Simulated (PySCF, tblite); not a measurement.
Isomers of [C4H9NP]+ (charge +1), one GFN2-xTB conformer each. Single-point energies are computed at PBE0/pcSseg-1 (PySCF, gas phase, no added dispersion term), electronic only.

Question: Rank them by PBE0/pcSseg-1 energy, lowest first (kJ/mol).
A. `[CH3:1][PH2+:2][CH2:3][CH2:4][C:5]#[N:6]` (charge +1) with C1–P2–C3–C4 92°, P2–C3–C4–C5 -41°
B. `[CH3:1][PH+:2]([CH3:3])[CH2:4][C:5]#[N:6]` (charge +1) with C1–P2–C4–C5 -54°

Answer: B (0.0), A (34.7).

GFN2-xTB itself gives, in the same order: 0.0, 21.0. Both levels put the same isomer lowest.

Q: Which frontier levels and rotational constants go with these structures?

A: 
```json
{"SMILES": "C[PH+](C)CC#N", "HOMO (eV, PBE0/pcSseg-1)": "-14.05", "LUMO (eV)": "-4.67", "A, B, C (MHz)": "5498, 1769, 1452"}
{"SMILES": "C[PH2+]CCC#N", "HOMO (eV, PBE0/pcSseg-1)": "-13.90", "LUMO (eV)": "-4.78", "A, B, C (MHz)": "3867, 2368, 1664"}
```

Q: What happens when harmonic zero-point energies from GFN2-xTB frequencies are added?

A: 
| SMILES | ZPE (kJ/mol) | electronic (kJ/mol) | with ZPE (kJ/mol) |
| --- | --- | --- | --- |
| C[PH+](C)CC#N | 308.3 | 0.0 | 0.0 |
| C[PH2+]CCC#N | 309.2 | 34.7 | 35.7 |

The zero-point energies span 0.9 kJ/mol. The order is unchanged.
